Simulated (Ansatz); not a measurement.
Born–Oppenheimer molecular dynamics of CH8Si2 (11 atoms, charge 0, multiplicity 1). It starts from a relaxed structure.

Method: RKS PBE/6-31G in Ansatz 0.2.0.

```json
{"ensemble": "NVT, Nosé–Hoover chain", "time step": "0.5 fs", "steps asked": "166", "set temperature": "1500 K", "thermostat": "time constant 300 fs, chain length 3", "seed": "371181"}
```

First frame:

```xyz
11
Properties=species:S:1:pos:R:3
Si -0.170 0.115 0.052
C 0.202 -0.011 1.941
H -0.721 -0.221 2.505
H 0.925 -0.819 2.140
H 0.628 0.938 2.307
H 1.106 0.438 -0.706
H -1.139 1.256 -0.207
Si -1.093 -1.888 -0.817
H -2.382 -2.247 -0.102
H -1.403 -1.759 -2.295
H -0.134 -3.050 -0.644
```

Question: How far do the bonds stretch over the last three quarters of this one trajectory? (Pairs bonded in most of those frames.)

Answer: 
```
   bond  mean (Å)  spread (Å)  shortest  longest
 Si1–C2     1.955       0.075      1.83     2.07
 Si1–H6     1.524       0.007      1.51     1.54
 Si1–H7     1.552       0.094      1.41     1.68
Si1–Si8     2.395       0.052      2.31     2.46
  C2–H3     1.108       0.035      1.05     1.17
  C2–H4     1.128       0.095      0.98     1.27
  C2–H5     1.105       0.026      1.04     1.16
 Si8–H9     1.520       0.015      1.49     1.55
Si8–H10     1.520       0.015      1.49     1.55
Si8–H11     1.582       0.148      1.34     1.77
```

Mean temperature of the second half: 732 K. The conserved energy stayed within 1.3 meV per atom of its start (net change 0.24 meV per atom), so the integration is sound. The mean temperature of the second half is 51 % below the set value. A run of 0.083 ps of so small a system gives no equilibrium averages. Limits of this set-up: no polarisation functions.

Time of the run: 6 min on 1 thread of Arm Neoverse V1, with other jobs on the host, peak memory 0.096 GiB.
